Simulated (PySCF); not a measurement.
Al(CH₃)₃, optimised at PBE0/def2-TZVP:

```xyz
13

C     -0.4195     1.9064     0.2381
Al    -0.0100    -0.0034     0.0763
C      1.8480    -0.6193     0.1759
C     -1.4584    -1.2973    -0.1868
H      0.0758     2.4797    -0.5539
H     -0.0400     2.3103     1.1835
H     -1.4883     2.1285     0.1876
H      2.1342    -1.1474    -0.7409
H      1.9781    -1.3402     0.9910
H      2.5671     0.1890     0.3304
H     -1.1098    -2.3292    -0.2755
H     -2.0347    -1.0623    -1.0888
H     -2.1720    -1.2586     0.6442
```

Method: PySCF energies plus ideal-gas RRHO corrections (1 bar). 6-31G* has spherical d functions here. All species are closed-shell singlets. B3LYP is the form with VWN-RPA correlation.

Problem. List the harmonic frequencies (cm⁻¹, unscaled, methyl torsions left out) at this level and at the other levels, each on its own geometry.

Solution. 
- PBE0/def2-TZVP: 166, 166, 183, 520, 548, 548, 583, 643, 643, 709, 754, 754, 1215, 1215, 1218, 1439, 1439, 1441, 1443, 1443, 1445, 3028, 3028, 3030, 3097, 3097, 3097, 3124, 3124, 3125
- B3LYP/6-31G*: 168, 168, 183, 508, 576, 577, 604, 640, 640, 747, 780, 780, 1277, 1277, 1282, 1489, 1489, 1491, 1492, 1492, 1494, 3020, 3020, 3022, 3078, 3078, 3078, 3106, 3107, 3107
- HF/6-31G*: 176, 176, 196, 530, 621, 621, 645, 668, 668, 793, 825, 825, 1396, 1396, 1401, 1600, 1600, 1601, 1604, 1604, 1605, 3158, 3158, 3160, 3209, 3209, 3210, 3237, 3238, 3238
- PBE/def2-SVP: 163, 163, 176, 501, 525, 525, 564, 622, 623, 691, 734, 734, 1162, 1162, 1164, 1373, 1373, 1376, 1378, 1378, 1380, 2954, 2954, 2955, 3036, 3036, 3036, 3064, 3064, 3064
